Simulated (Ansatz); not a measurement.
## Ansatz (development build ahead of 0.2.0) run

```yaml
crystal:
  periodic: [false, false, false]
  atoms:
    - { symbol: Si, position_ang: [0.0, 0.0, 0.0] }
    - { symbol: H, position_ang: [1.53241, 0.0, 0.88474] }
    - { symbol: H, position_ang: [-2.48309, 0.0, 1.43361] }
basis:
  gaussian: { orbitals: "6-31G" }
total_charge: 1
magnetization:
  initial_magnetization: 1
hamiltonian:
  xc: hf
correlation:
  method: fci
  frozen_orbitals: { H: 0, Si: 5 }
```

The input is written out in the form of the current development build from the run's settings.

The run gave:

- Converged: yes
- Total energy: -289.66037 hartree
- State: lowest doublet root, of any spatial symmetry
